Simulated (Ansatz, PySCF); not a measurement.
Breaking a bond: SMILES CO (CH4O). The C1–O5 bond (C1 also carries H, H, H; O5 carries H) is stretched with both fragments frozen at the PBE0/def2-TZVP optimised geometry.

Computed with: UHF/cc-pVDZ (PySCF); RHF/cc-pVDZ (PySCF); UKS-LDA (SVWN5) = unrestricted LDA (SVWN5)/cc-pVDZ in PySCF; RKS-LDA (SVWN5) = PySCF with restricted LDA (SVWN5)/cc-pVDZ; UKS-PBE0 = unrestricted PBE0/cc-pVDZ in PySCF; RKS-PBE0 = restricted PBE0/cc-pVDZ (PySCF); UKS-r2SCAN = PySCF 2.14.0 with unrestricted r2SCAN/cc-pVDZ; RKS-r2SCAN = restricted r2SCAN/cc-pVDZ in PySCF 2.14.0; UKS-PBE = unrestricted PBE/cc-pVDZ (Ansatz, a program for electronic structure); RKS-PBE = Ansatz with restricted PBE/cc-pVDZ; UKS-B3LYP/6-31G* = unrestricted B3LYP/6-31G*, spherical d run with PySCF 2.14.0; RKS-B3LYP/6-31G* = restricted B3LYP/6-31G*, spherical d (PySCF); UKS-B3LYP/3-21G = PySCF 2.14.0 with unrestricted B3LYP/3-21G; RKS-B3LYP/3-21G = restricted B3LYP/3-21G run with PySCF 2.14.0; UKS-B3LYP/LANL2DZ = unrestricted B3LYP/LANL2DZ run with PySCF; RKS-B3LYP/LANL2DZ = restricted B3LYP/LANL2DZ in PySCF 2.14.0.

Scanned distances (Å): 1.13, 1.20, 1.28, 1.32, 1.35, 1.41, 1.44, 1.50, 1.56, 1.64, 1.74, 1.91, 2.09, 2.30, 2.55, 2.83, 3.07, 3.47, 3.77, 4.20, 4.92.

Task: Where does the unrestricted solution first break spin symmetry (<S²> of 0.01 or more)?

Result: UHF: between 1.74 and 1.91 Å; UKS-LDA (SVWN5): between 2.30 and 2.55 Å; UKS-PBE0: between 2.09 and 2.30 Å; UKS-r2SCAN: between 2.09 and 2.30 Å; UKS-PBE: between 2.30 and 2.55 Å; UKS-B3LYP/6-31G*: between 2.09 and 2.30 Å; UKS-B3LYP/3-21G: between 2.09 and 2.30 Å; UKS-B3LYP/LANL2DZ: between 2.09 and 2.30 Å.

```json
[
 {"R / Å": "1.13", "<S²> UHF": "0.00", "E(RHF) − E(UHF) / kcal/mol": "0.0", "<S²> UKS-LDA (SVWN5)": "0.00", "E(RKS-LDA (SVWN5)) − E(UKS-LDA (SVWN5)) / kcal/mol": "0.0", "<S²> UKS-PBE0": "0.00", "E(RKS-PBE0) − E(UKS-PBE0) / kcal/mol": "0.0", "<S²> UKS-r2SCAN": "0.00", "E(RKS-r2SCAN) − E(UKS-r2SCAN) / kcal/mol": "0.0", "<S²> UKS-PBE": "0.00", "E(RKS-PBE) − E(UKS-PBE) / kcal/mol": "0.0", "<S²> UKS-B3LYP/6-31G*": "0.00", "E(RKS-B3LYP/6-31G*) − E(UKS-B3LYP/6-31G*) / kcal/mol": "0.0", "<S²> UKS-B3LYP/3-21G": "0.00", "E(RKS-B3LYP/3-21G) − E(UKS-B3LYP/3-21G) / kcal/mol": "0.0", "<S²> UKS-B3LYP/LANL2DZ": "0.00", "E(RKS-B3LYP/LANL2DZ) − E(UKS-B3LYP/LANL2DZ) / kcal/mol": "0.0"},
 {"R / Å": "1.20", "<S²> UHF": "0.00", "E(RHF) − E(UHF) / kcal/mol": "0.0", "<S²> UKS-LDA (SVWN5)": "0.00", "E(RKS-LDA (SVWN5)) − E(UKS-LDA (SVWN5)) / kcal/mol": "0.0", "<S²> UKS-PBE0": "0.00", "E(RKS-PBE0) − E(UKS-PBE0) / kcal/mol": "0.0", "<S²> UKS-r2SCAN": "0.00", "E(RKS-r2SCAN) − E(UKS-r2SCAN) / kcal/mol": "0.0", "<S²> UKS-PBE": "0.00", "E(RKS-PBE) − E(UKS-PBE) / kcal/mol": "0.0", "<S²> UKS-B3LYP/6-31G*": "0.00", "E(RKS-B3LYP/6-31G*) − E(UKS-B3LYP/6-31G*) / kcal/mol": "0.0", "<S²> UKS-B3LYP/3-21G": "0.00", "E(RKS-B3LYP/3-21G) − E(UKS-B3LYP/3-21G) / kcal/mol": "0.0", "<S²> UKS-B3LYP/LANL2DZ": "0.00", "E(RKS-B3LYP/LANL2DZ) − E(UKS-B3LYP/LANL2DZ) / kcal/mol": "0.0"},
 {"R / Å": "1.28", "<S²> UHF": "0.00", "E(RHF) − E(UHF) / kcal/mol": "0.0", "<S²> UKS-LDA (SVWN5)": "0.00", "E(RKS-LDA (SVWN5)) − E(UKS-LDA (SVWN5)) / kcal/mol": "0.0", "<S²> UKS-PBE0": "0.00", "E(RKS-PBE0) − E(UKS-PBE0) / kcal/mol": "0.0", "<S²> UKS-r2SCAN": "0.00", "E(RKS-r2SCAN) − E(UKS-r2SCAN) / kcal/mol": "0.0", "<S²> UKS-PBE": "0.00", "E(RKS-PBE) − E(UKS-PBE) / kcal/mol": "0.0", "<S²> UKS-B3LYP/6-31G*": "0.00", "E(RKS-B3LYP/6-31G*) − E(UKS-B3LYP/6-31G*) / kcal/mol": "0.0", "<S²> UKS-B3LYP/3-21G": "0.00", "E(RKS-B3LYP/3-21G) − E(UKS-B3LYP/3-21G) / kcal/mol": "0.0", "<S²> UKS-B3LYP/LANL2DZ": "0.00", "E(RKS-B3LYP/LANL2DZ) − E(UKS-B3LYP/LANL2DZ) / kcal/mol": "0.0"},
 {"R / Å": "1.32", "<S²> UHF": "0.00", "E(RHF) − E(UHF) / kcal/mol": "0.0", "<S²> UKS-LDA (SVWN5)": "0.00", "E(RKS-LDA (SVWN5)) − E(UKS-LDA (SVWN5)) / kcal/mol": "0.0", "<S²> UKS-PBE0": "0.00", "E(RKS-PBE0) − E(UKS-PBE0) / kcal/mol": "0.0", "<S²> UKS-r2SCAN": "0.00", "E(RKS-r2SCAN) − E(UKS-r2SCAN) / kcal/mol": "0.0", "<S²> UKS-PBE": "0.00", "E(RKS-PBE) − E(UKS-PBE) / kcal/mol": "0.0", "<S²> UKS-B3LYP/6-31G*": "0.00", "E(RKS-B3LYP/6-31G*) − E(UKS-B3LYP/6-31G*) / kcal/mol": "0.0", "<S²> UKS-B3LYP/3-21G": "0.00", "E(RKS-B3LYP/3-21G) − E(UKS-B3LYP/3-21G) / kcal/mol": "0.0", "<S²> UKS-B3LYP/LANL2DZ": "0.00", "E(RKS-B3LYP/LANL2DZ) − E(UKS-B3LYP/LANL2DZ) / kcal/mol": "0.0"},
 {"R / Å": "1.35", "<S²> UHF": "0.00", "E(RHF) − E(UHF) / kcal/mol": "0.0", "<S²> UKS-LDA (SVWN5)": "0.00", "E(RKS-LDA (SVWN5)) − E(UKS-LDA (SVWN5)) / kcal/mol": "0.0", "<S²> UKS-PBE0": "0.00", "E(RKS-PBE0) − E(UKS-PBE0) / kcal/mol": "0.0", "<S²> UKS-r2SCAN": "0.00", "E(RKS-r2SCAN) − E(UKS-r2SCAN) / kcal/mol": "0.0", "<S²> UKS-PBE": "0.00", "E(RKS-PBE) − E(UKS-PBE) / kcal/mol": "0.0", "<S²> UKS-B3LYP/6-31G*": "0.00", "E(RKS-B3LYP/6-31G*) − E(UKS-B3LYP/6-31G*) / kcal/mol": "0.0", "<S²> UKS-B3LYP/3-21G": "0.00", "E(RKS-B3LYP/3-21G) − E(UKS-B3LYP/3-21G) / kcal/mol": "0.0", "<S²> UKS-B3LYP/LANL2DZ": "0.00", "E(RKS-B3LYP/LANL2DZ) − E(UKS-B3LYP/LANL2DZ) / kcal/mol": "0.0"},
 {"R / Å": "1.41", "<S²> UHF": "0.00", "E(RHF) − E(UHF) / kcal/mol": "0.0", "<S²> UKS-LDA (SVWN5)": "0.00", "E(RKS-LDA (SVWN5)) − E(UKS-LDA (SVWN5)) / kcal/mol": "0.0", "<S²> UKS-PBE0": "0.00", "E(RKS-PBE0) − E(UKS-PBE0) / kcal/mol": "0.0", "<S²> UKS-r2SCAN": "0.00", "E(RKS-r2SCAN) − E(UKS-r2SCAN) / kcal/mol": "0.0", "<S²> UKS-PBE": "0.00", "E(RKS-PBE) − E(UKS-PBE) / kcal/mol": "0.0", "<S²> UKS-B3LYP/6-31G*": "0.00", "E(RKS-B3LYP/6-31G*) − E(UKS-B3LYP/6-31G*) / kcal/mol": "0.0", "<S²> UKS-B3LYP/3-21G": "0.00", "E(RKS-B3LYP/3-21G) − E(UKS-B3LYP/3-21G) / kcal/mol": "0.0", "<S²> UKS-B3LYP/LANL2DZ": "0.00", "E(RKS-B3LYP/LANL2DZ) − E(UKS-B3LYP/LANL2DZ) / kcal/mol": "0.0"},
 {"R / Å": "1.44", "<S²> UHF": "0.00", "E(RHF) − E(UHF) / kcal/mol": "0.0", "<S²> UKS-LDA (SVWN5)": "0.00", "E(RKS-LDA (SVWN5)) − E(UKS-LDA (SVWN5)) / kcal/mol": "0.0", "<S²> UKS-PBE0": "0.00", "E(RKS-PBE0) − E(UKS-PBE0) / kcal/mol": "0.0", "<S²> UKS-r2SCAN": "0.00", "E(RKS-r2SCAN) − E(UKS-r2SCAN) / kcal/mol": "0.0", "<S²> UKS-PBE": "0.00", "E(RKS-PBE) − E(UKS-PBE) / kcal/mol": "0.0", "<S²> UKS-B3LYP/6-31G*": "0.00", "E(RKS-B3LYP/6-31G*) − E(UKS-B3LYP/6-31G*) / kcal/mol": "0.0", "<S²> UKS-B3LYP/3-21G": "0.00", "E(RKS-B3LYP/3-21G) − E(UKS-B3LYP/3-21G) / kcal/mol": "0.0", "<S²> UKS-B3LYP/LANL2DZ": "0.00", "E(RKS-B3LYP/LANL2DZ) − E(UKS-B3LYP/LANL2DZ) / kcal/mol": "0.0"},
 {"R / Å": "1.50", "<S²> UHF": "0.00", "E(RHF) − E(UHF) / kcal/mol": "0.0", "<S²> UKS-LDA (SVWN5)": "0.00", "E(RKS-LDA (SVWN5)) − E(UKS-LDA (SVWN5)) / kcal/mol": "0.0", "<S²> UKS-PBE0": "0.00", "E(RKS-PBE0) − E(UKS-PBE0) / kcal/mol": "0.0", "<S²> UKS-r2SCAN": "0.00", "E(RKS-r2SCAN) − E(UKS-r2SCAN) / kcal/mol": "0.0", "<S²> UKS-PBE": "0.00", "E(RKS-PBE) − E(UKS-PBE) / kcal/mol": "0.0", "<S²> UKS-B3LYP/6-31G*": "0.00", "E(RKS-B3LYP/6-31G*) − E(UKS-B3LYP/6-31G*) / kcal/mol": "0.0", "<S²> UKS-B3LYP/3-21G": "0.00", "E(RKS-B3LYP/3-21G) − E(UKS-B3LYP/3-21G) / kcal/mol": "0.0", "<S²> UKS-B3LYP/LANL2DZ": "0.00", "E(RKS-B3LYP/LANL2DZ) − E(UKS-B3LYP/LANL2DZ) / kcal/mol": "0.0"},
 {"R / Å": "1.56", "<S²> UHF": "0.00", "E(RHF) − E(UHF) / kcal/mol": "0.0", "<S²> UKS-LDA (SVWN5)": "0.00", "E(RKS-LDA (SVWN5)) − E(UKS-LDA (SVWN5)) / kcal/mol": "0.0", "<S²> UKS-PBE0": "0.00", "E(RKS-PBE0) − E(UKS-PBE0) / kcal/mol": "0.0", "<S²> UKS-r2SCAN": "0.00", "E(RKS-r2SCAN) − E(UKS-r2SCAN) / kcal/mol": "0.0", "<S²> UKS-PBE": "0.00", "E(RKS-PBE) − E(UKS-PBE) / kcal/mol": "0.0", "<S²> UKS-B3LYP/6-31G*": "0.00", "E(RKS-B3LYP/6-31G*) − E(UKS-B3LYP/6-31G*) / kcal/mol": "0.0", "<S²> UKS-B3LYP/3-21G": "0.00", "E(RKS-B3LYP/3-21G) − E(UKS-B3LYP/3-21G) / kcal/mol": "0.0", "<S²> UKS-B3LYP/LANL2DZ": "0.00", "E(RKS-B3LYP/LANL2DZ) − E(UKS-B3LYP/LANL2DZ) / kcal/mol": "0.0"},
 {"R / Å": "1.64", "<S²> UHF": "0.00", "E(RHF) − E(UHF) / kcal/mol": "0.0", "<S²> UKS-LDA (SVWN5)": "0.00", "E(RKS-LDA (SVWN5)) − E(UKS-LDA (SVWN5)) / kcal/mol": "0.0", "<S²> UKS-PBE0": "0.00", "E(RKS-PBE0) − E(UKS-PBE0) / kcal/mol": "0.0", "<S²> UKS-r2SCAN": "0.00", "E(RKS-r2SCAN) − E(UKS-r2SCAN) / kcal/mol": "0.0", "<S²> UKS-PBE": "0.00", "E(RKS-PBE) − E(UKS-PBE) / kcal/mol": "0.0", "<S²> UKS-B3LYP/6-31G*": "0.00", "E(RKS-B3LYP/6-31G*) − E(UKS-B3LYP/6-31G*) / kcal/mol": "0.0", "<S²> UKS-B3LYP/3-21G": "0.00", "E(RKS-B3LYP/3-21G) − E(UKS-B3LYP/3-21G) / kcal/mol": "0.0", "<S²> UKS-B3LYP/LANL2DZ": "0.00", "E(RKS-B3LYP/LANL2DZ) − E(UKS-B3LYP/LANL2DZ) / kcal/mol": "0.0"},
 {"R / Å": "1.74", "<S²> UHF": "0.00", "E(RHF) − E(UHF) / kcal/mol": "0.0", "<S²> UKS-LDA (SVWN5)": "0.00", "E(RKS-LDA (SVWN5)) − E(UKS-LDA (SVWN5)) / kcal/mol": "0.0", "<S²> UKS-PBE0": "0.00", "E(RKS-PBE0) − E(UKS-PBE0) / kcal/mol": "0.0", "<S²> UKS-r2SCAN": "0.00", "E(RKS-r2SCAN) − E(UKS-r2SCAN) / kcal/mol": "0.0", "<S²> UKS-PBE": "0.00", "E(RKS-PBE) − E(UKS-PBE) / kcal/mol": "0.0", "<S²> UKS-B3LYP/6-31G*": "0.00", "E(RKS-B3LYP/6-31G*) − E(UKS-B3LYP/6-31G*) / kcal/mol": "0.0", "<S²> UKS-B3LYP/3-21G": "0.00", "E(RKS-B3LYP/3-21G) − E(UKS-B3LYP/3-21G) / kcal/mol": "0.0", "<S²> UKS-B3LYP/LANL2DZ": "0.00", "E(RKS-B3LYP/LANL2DZ) − E(UKS-B3LYP/LANL2DZ) / kcal/mol": "0.0"},
 {"R / Å": "1.91", "<S²> UHF": "0.33", "E(RHF) − E(UHF) / kcal/mol": "3.0", "<S²> UKS-LDA (SVWN5)": "0.00", "E(RKS-LDA (SVWN5)) − E(UKS-LDA (SVWN5)) / kcal/mol": "0.0", "<S²> UKS-PBE0": "0.00", "E(RKS-PBE0) − E(UKS-PBE0) / kcal/mol": "0.0", "<S²> UKS-r2SCAN": "0.00", "E(RKS-r2SCAN) − E(UKS-r2SCAN) / kcal/mol": "0.0", "<S²> UKS-PBE": "0.00", "E(RKS-PBE) − E(UKS-PBE) / kcal/mol": "0.0", "<S²> UKS-B3LYP/6-31G*": "0.00", "E(RKS-B3LYP/6-31G*) − E(UKS-B3LYP/6-31G*) / kcal/mol": "0.0", "<S²> UKS-B3LYP/3-21G": "0.00", "E(RKS-B3LYP/3-21G) − E(UKS-B3LYP/3-21G) / kcal/mol": "0.0", "<S²> UKS-B3LYP/LANL2DZ": "0.00", "E(RKS-B3LYP/LANL2DZ) − E(UKS-B3LYP/LANL2DZ) / kcal/mol": "0.0"},
 {"R / Å": "2.09", "<S²> UHF": "0.68", "E(RHF) − E(UHF) / kcal/mol": "18.1", "<S²> UKS-LDA (SVWN5)": "0.00", "E(RKS-LDA (SVWN5)) − E(UKS-LDA (SVWN5)) / kcal/mol": "0.0", "<S²> UKS-PBE0": "0.00", "E(RKS-PBE0) − E(UKS-PBE0) / kcal/mol": "0.0", "<S²> UKS-r2SCAN": "0.00", "E(RKS-r2SCAN) − E(UKS-r2SCAN) / kcal/mol": "0.0", "<S²> UKS-PBE": "0.00", "E(RKS-PBE) − E(UKS-PBE) / kcal/mol": "0.0", "<S²> UKS-B3LYP/6-31G*": "0.00", "E(RKS-B3LYP/6-31G*) − E(UKS-B3LYP/6-31G*) / kcal/mol": "0.0", "<S²> UKS-B3LYP/3-21G": "0.00", "E(RKS-B3LYP/3-21G) − E(UKS-B3LYP/3-21G) / kcal/mol": "0.0", "<S²> UKS-B3LYP/LANL2DZ": "0.00", "E(RKS-B3LYP/LANL2DZ) − E(UKS-B3LYP/LANL2DZ) / kcal/mol": "0.0"},
 {"R / Å": "2.30", "<S²> UHF": "0.86", "E(RHF) − E(UHF) / kcal/mol": "40.1", "<S²> UKS-LDA (SVWN5)": "0.00", "E(RKS-LDA (SVWN5)) − E(UKS-LDA (SVWN5)) / kcal/mol": "0.0", "<S²> UKS-PBE0": "0.44", "E(RKS-PBE0) − E(UKS-PBE0) / kcal/mol": "3.7", "<S²> UKS-r2SCAN": "0.39", "E(RKS-r2SCAN) − E(UKS-r2SCAN) / kcal/mol": "2.9", "<S²> UKS-PBE": "0.00", "E(RKS-PBE) − E(UKS-PBE) / kcal/mol": "0.0", "<S²> UKS-B3LYP/6-31G*": "0.33", "E(RKS-B3LYP/6-31G*) − E(UKS-B3LYP/6-31G*) / kcal/mol": "1.8", "<S²> UKS-B3LYP/3-21G": "0.34", "E(RKS-B3LYP/3-21G) − E(UKS-B3LYP/3-21G) / kcal/mol": "2.0", "<S²> UKS-B3LYP/LANL2DZ": "0.29", "E(RKS-B3LYP/LANL2DZ) − E(UKS-B3LYP/LANL2DZ) / kcal/mol": "1.4"},
 {"R / Å": "2.55", "<S²> UHF": "0.95", "E(RHF) − E(UHF) / kcal/mol": "64.7", "<S²> UKS-LDA (SVWN5)": "0.09", "E(RKS-LDA (SVWN5)) − E(UKS-LDA (SVWN5)) / kcal/mol": "0.1", "<S²> UKS-PBE0": "0.73", "E(RKS-PBE0) − E(UKS-PBE0) / kcal/mol": "14.0", "<S²> UKS-r2SCAN": "0.69", "E(RKS-r2SCAN) − E(UKS-r2SCAN) / kcal/mol": "11.3", "<S²> UKS-PBE": "0.43", "E(RKS-PBE) − E(UKS-PBE) / kcal/mol": "2.3", "<S²> UKS-B3LYP/6-31G*": "0.66", "E(RKS-B3LYP/6-31G*) − E(UKS-B3LYP/6-31G*) / kcal/mol": "9.9", "<S²> UKS-B3LYP/3-21G": "0.68", "E(RKS-B3LYP/3-21G) − E(UKS-B3LYP/3-21G) / kcal/mol": "10.7", "<S²> UKS-B3LYP/LANL2DZ": "0.63", "E(RKS-B3LYP/LANL2DZ) − E(UKS-B3LYP/LANL2DZ) / kcal/mol": "8.7"},
 {"R / Å": "2.83", "<S²> UHF": "0.99", "E(RHF) − E(UHF) / kcal/mol": "88.0", "<S²> UKS-LDA (SVWN5)": "0.53", "E(RKS-LDA (SVWN5)) − E(UKS-LDA (SVWN5)) / kcal/mol": "3.2", "<S²> UKS-PBE0": "0.88", "E(RKS-PBE0) − E(UKS-PBE0) / kcal/mol": "26.2", "<S²> UKS-r2SCAN": "0.85", "E(RKS-r2SCAN) − E(UKS-r2SCAN) / kcal/mol": "21.1", "<S²> UKS-PBE": "0.71", "E(RKS-PBE) − E(UKS-PBE) / kcal/mol": "8.5", "<S²> UKS-B3LYP/6-31G*": "0.83", "E(RKS-B3LYP/6-31G*) − E(UKS-B3LYP/6-31G*) / kcal/mol": "20.2", "<S²> UKS-B3LYP/3-21G": "0.86", "E(RKS-B3LYP/3-21G) − E(UKS-B3LYP/3-21G) / kcal/mol": "22.2", "<S²> UKS-B3LYP/LANL2DZ": "0.81", "E(RKS-B3LYP/LANL2DZ) − E(UKS-B3LYP/LANL2DZ) / kcal/mol": "18.3"},
 {"R / Å": "3.07", "<S²> UHF": "1.00", "E(RHF) − E(UHF) / kcal/mol": "104.5", "<S²> UKS-LDA (SVWN5)": "0.72", "E(RKS-LDA (SVWN5)) − E(UKS-LDA (SVWN5)) / kcal/mol": "—", "<S²> UKS-PBE0": "0.94", "E(RKS-PBE0) − E(UKS-PBE0) / kcal/mol": "35.3", "<S²> UKS-r2SCAN": "0.92", "E(RKS-r2SCAN) − E(UKS-r2SCAN) / kcal/mol": "28.4", "<S²> UKS-PBE": "0.83", "E(RKS-PBE) − E(UKS-PBE) / kcal/mol": "13.9", "<S²> UKS-B3LYP/6-31G*": "0.91", "E(RKS-B3LYP/6-31G*) − E(UKS-B3LYP/6-31G*) / kcal/mol": "28.2", "<S²> UKS-B3LYP/3-21G": "0.93", "E(RKS-B3LYP/3-21G) − E(UKS-B3LYP/3-21G) / kcal/mol": "31.3", "<S²> UKS-B3LYP/LANL2DZ": "0.90", "E(RKS-B3LYP/LANL2DZ) − E(UKS-B3LYP/LANL2DZ) / kcal/mol": "25.7"},
 {"R / Å": "3.47", "<S²> UHF": "1.01", "E(RHF) − E(UHF) / kcal/mol": "126.2", "<S²> UKS-LDA (SVWN5)": "0.87", "E(RKS-LDA (SVWN5)) − E(UKS-LDA (SVWN5)) / kcal/mol": "—", "<S²> UKS-PBE0": "0.99", "E(RKS-PBE0) − E(UKS-PBE0) / kcal/mol": "47.0", "<S²> UKS-r2SCAN": "0.98", "E(RKS-r2SCAN) − E(UKS-r2SCAN) / kcal/mol": "—", "<S²> UKS-PBE": "0.93", "E(RKS-PBE) − E(UKS-PBE) / kcal/mol": "21.0", "<S²> UKS-B3LYP/6-31G*": "0.98", "E(RKS-B3LYP/6-31G*) − E(UKS-B3LYP/6-31G*) / kcal/mol": "38.8", "<S²> UKS-B3LYP/3-21G": "0.99", "E(RKS-B3LYP/3-21G) − E(UKS-B3LYP/3-21G) / kcal/mol": "43.5", "<S²> UKS-B3LYP/LANL2DZ": "0.97", "E(RKS-B3LYP/LANL2DZ) − E(UKS-B3LYP/LANL2DZ) / kcal/mol": "35.3"},
 {"R / Å": "3.77", "<S²> UHF": "1.01", "E(RHF) − E(UHF) / kcal/mol": "138.4", "<S²> UKS-LDA (SVWN5)": "0.92", "E(RKS-LDA (SVWN5)) − E(UKS-LDA (SVWN5)) / kcal/mol": "—", "<S²> UKS-PBE0": "1.00", "E(RKS-PBE0) − E(UKS-PBE0) / kcal/mol": "53.2", "<S²> UKS-r2SCAN": "1.00", "E(RKS-r2SCAN) − E(UKS-r2SCAN) / kcal/mol": "—", "<S²> UKS-PBE": "0.96", "E(RKS-PBE) − E(UKS-PBE) / kcal/mol": "24.9", "<S²> UKS-B3LYP/6-31G*": "0.99", "E(RKS-B3LYP/6-31G*) − E(UKS-B3LYP/6-31G*) / kcal/mol": "44.6", "<S²> UKS-B3LYP/3-21G": "1.00", "E(RKS-B3LYP/3-21G) − E(UKS-B3LYP/3-21G) / kcal/mol": "49.9", "<S²> UKS-B3LYP/LANL2DZ": "0.99", "E(RKS-B3LYP/LANL2DZ) − E(UKS-B3LYP/LANL2DZ) / kcal/mol": "40.5"},
 {"R / Å": "4.20", "<S²> UHF": "1.01", "E(RHF) − E(UHF) / kcal/mol": "151.0", "<S²> UKS-LDA (SVWN5)": "0.95", "E(RKS-LDA (SVWN5)) − E(UKS-LDA (SVWN5)) / kcal/mol": "—", "<S²> UKS-PBE0": "1.00", "E(RKS-PBE0) − E(UKS-PBE0) / kcal/mol": "59.3", "<S²> UKS-r2SCAN": "1.00", "E(RKS-r2SCAN) − E(UKS-r2SCAN) / kcal/mol": "—", "<S²> UKS-PBE": "0.99", "E(RKS-PBE) − E(UKS-PBE) / kcal/mol": "28.5", "<S²> UKS-B3LYP/6-31G*": "1.00", "E(RKS-B3LYP/6-31G*) − E(UKS-B3LYP/6-31G*) / kcal/mol": "50.2", "<S²> UKS-B3LYP/3-21G": "1.00", "E(RKS-B3LYP/3-21G) − E(UKS-B3LYP/3-21G) / kcal/mol": "55.5", "<S²> UKS-B3LYP/LANL2DZ": "1.00", "E(RKS-B3LYP/LANL2DZ) − E(UKS-B3LYP/LANL2DZ) / kcal/mol": "45.8"},
 {"R / Å": "4.92", "<S²> UHF": "1.01", "E(RHF) − E(UHF) / kcal/mol": "163.1", "<S²> UKS-LDA (SVWN5)": "0.98", "E(RKS-LDA (SVWN5)) − E(UKS-LDA (SVWN5)) / kcal/mol": "—", "<S²> UKS-PBE0": "1.00", "E(RKS-PBE0) − E(UKS-PBE0) / kcal/mol": "64.5", "<S²> UKS-r2SCAN": "1.01", "E(RKS-r2SCAN) − E(UKS-r2SCAN) / kcal/mol": "—", "<S²> UKS-PBE": "1.00", "E(RKS-PBE) − E(UKS-PBE) / kcal/mol": "31.4", "<S²> UKS-B3LYP/6-31G*": "1.00", "E(RKS-B3LYP/6-31G*) − E(UKS-B3LYP/6-31G*) / kcal/mol": "54.8", "<S²> UKS-B3LYP/3-21G": "1.00", "E(RKS-B3LYP/3-21G) − E(UKS-B3LYP/3-21G) / kcal/mol": "59.1", "<S²> UKS-B3LYP/LANL2DZ": "1.00", "E(RKS-B3LYP/LANL2DZ) − E(UKS-B3LYP/LANL2DZ) / kcal/mol": "50.8"}
]
```

Dashes: no converged value, or the column stops at the first point that the program doubted or that broke a chosen test of continuity, which isn't proof of a fault.
